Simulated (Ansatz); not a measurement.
A made-up structure of LiAlNH2, doublet:

Li1  (-1.680, -0.730, 1.030)
N2  (-0.302, -0.682, -0.069)
Al3  (0.300, 0.937, 0.189)
H4  (0.155, -1.302, -0.728)
H5  (0.262, -1.530, -0.009)
(Å)

It is relaxed with PBE-D4/def2-SVP and then PBE0-D4/def2-TZVP (Ansatz 0.2.0). Atoms count as bonded within 1.22 times the sum of their covalent radii (H–H: 0.88 Å). The end point is not checked to be a true minimum.

Does its bonding change? (Judge from chemistry; the calculation decides.)

The calculation gives: Yes. Formed: none; broken: H4–H5.

Where it ends: The first stage lowers the energy by 3.57 eV in 7 steps. It ends as LiAlNH₂ ([Li]1[NH2][Al]1):
```xyz
5
angstrom
Li -1.7551 -0.6531 0.9524
N -0.1516 -0.9190 -0.0575
Al 0.2909 0.9753 0.2323
H -0.2022 -1.1644 -1.0454
H 0.5533 -1.5449 0.3309
```

Labels in which every atom is bracketed show which atoms are joined, not bond orders.

For scale, one of the runs: PBE0-D4/def2-TZVP relaxation, 94 basis functions, launched by `ansatz run in.yaml --threads 2 --pin off --events-out ev --progress --plain --max-ram 4352MiB`. The run took about 12 s on 2 CPU threads of an Intel Xeon Platinum 8559C (shared host).
